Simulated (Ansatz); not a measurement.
# C2H2FNS: up Jacob's ladder to CCSD(T)

How much do the methods differ for C2H2FNS? The plan is to run it at one geometry with functionals of several rungs and with coupled cluster, and see how far each lands from CCSD(T) at the basis-set limit for the atomisation energy.

Method: functionals in def2-TZVPP, the program's frozen cores in correlated methods; program: Ansatz 0.2.0, Gaussian basis.

Levels to be run: LDA (SPW92), PBE-D4, revPBE-D4, BLYP-D4, r2SCAN-D4, B97M-V, PBE0-D4, B3LYP-D4, r2SCANh-D4, r2SCAN0-D4, HSE06-D4, BHLYP-D4, CAM-B3LYP-D4, LC-ωPBE, ωB97X-V, ωB97M-V, B2PLYP, PBE-QIDH; CCSD(T)/def2-SVP; CCSD(T)/def2-TZVPP; MP2/def2-QZVPP; extrapolation to the limit; RPA on PBE.

### 1 The relaxed structure

The geometry comes from an earlier relaxation with PBE0-D4 in a triple-zeta def2 set; it is a stationary point, not always the lowest conformer.

7 atoms, charge 0, spin multiplicity 1.

Atoms are counted from 1 here; the program's logs count them from 0.

Bond lengths: N1–C2 1.312 Å, N1–H6 1.007 Å, N1–H7 1.007 Å, C2–C3 1.422 Å, C2–S5 1.653 Å, C3–F4 1.346 Å, C3–S5 2.128 Å. Angles: C2–N1–H6 120.2°, C2–N1–H7 120.9°, H6–N1–H7 118.9°, N1–C2–C3 136.6°, N1–C2–S5 136.1°, C3–C2–S5 87.3°, C2–C3–F4 112.1°, C2–C3–S5 50.9°, F4–C3–S5 111.8°, C2–S5–C3 41.9°.

### 2 LDA

This LDA is Slater exchange with PW92 correlation.

in.yaml reads:

```yaml
crystal:
  periodic: [false, false, false]
  atoms:
    - {symbol: N, position_ang: [-0.358767, 0.962013, 0.439553]}
    - {symbol: C, position_ang: [0.272133, 0.005616, -0.199726]}
    - {symbol: C, position_ang: [0.685889, -1.326142, 0.079009]}
    - {symbol: F, position_ang: [-0.318613, -2.210081, -0.069442]}
    - {symbol: S, position_ang: [0.984880, -0.167502, -1.681261]}
    - {symbol: H, position_ang: [-0.763451, 0.784688, 1.344516]}
    - {symbol: H, position_ang: [-0.440770, 1.883309, 0.041750]}
basis:
  gaussian: {orbitals: def2-TZVPP}
hamiltonian: {xc: lda}
output: {orbitals: {seedname: orbitals}}
```

Command:

```
$ ansatz run in.yaml --threads 2 --pin off --events-out ev --progress --plain --max-ram 4352MiB
```

After this run come: PBE-D4 (GGA); revPBE-D4 (GGA); BLYP-D4 (GGA); r2SCAN-D4 (meta-GGA); B97M-V (meta-GGA); B3LYP-D4 (hybrid); r2SCANh-D4 (hybrid); r2SCAN0-D4 (hybrid); HSE06-D4 (hybrid); BHLYP-D4 (hybrid); CAM-B3LYP-D4 (range-separated); LC-ωPBE (range-separated); ωB97X-V (range-separated); ωB97M-V (range-separated); B2PLYP (double hybrid); PBE-QIDH (double hybrid); CCSD(T) in def2-SVP; CCSD(T) in def2-TZVPP; MP2 in def2-QZVPP; RPA on PBE orbitals.

Before running them: what should the planned runs give, taken together? Wanted: atomisation energy, CCSD(T)/CBS; farthest beyond LDA; mean size of error, GGA; mean size of error, meta-GGA; mean size of error, hybrid; mean size of error, range-separated; mean size of error, double hybrid; gap, smallest and largest; T1 diagnostic.

**Answer**, as computed:

```
                               quantity                                     value
        atomisation energy, CCSD(T)/CBS                            617.7 kcal/mol
functionals within 3.1 kcal/mol (0.5 %)     r2SCANh-D4, LC-ωPBE, B2PLYP, PBE-QIDH
                    farthest beyond LDA                   PBE-D4 (+49.3 kcal/mol)
                mean size of error, GGA                             31.9 kcal/mol
           mean size of error, meta-GGA                             12.6 kcal/mol
             mean size of error, hybrid                             15.1 kcal/mol
    mean size of error, range-separated                              5.8 kcal/mol
      mean size of error, double hybrid                              1.9 kcal/mol
              gap, smallest and largest  2.31 eV (LDA (SPW92)), 9.45 eV (LC-ωPBE)
                          T1 diagnostic                                    0.0212
triples share of the correlation energy                                     4.8 %
```

What this shows: LDA overbinds by 150.0 kcal/mol (24 %). PBE-D4 is off by +49.3 kcal/mol. Double hybrids carry the basis error of their MP2 part in triple zeta, and no dispersion term here, so their miss is partly the set-up's. Taken by rung, double hybrid functionals do best (1.9 kcal/mol on average) and GGA ones worst beyond LDA (31.9 kcal/mol). The reference freezes the cores and leaves out relativity and excitations past (T), so misses under about 3.1 kcal/mol can't be ranked. Hartree-Fock recovers 61 % of the binding; the rest is correlation. CCSD(T) in def2-SVP is off by -45.4 kcal/mol, worse than the median functional, from the basis alone. Orbital gaps span 2.3 to 9.4 eV; exact exchange widens them. T1 = 0.021 passes the customary mark of 0.02 by a little.
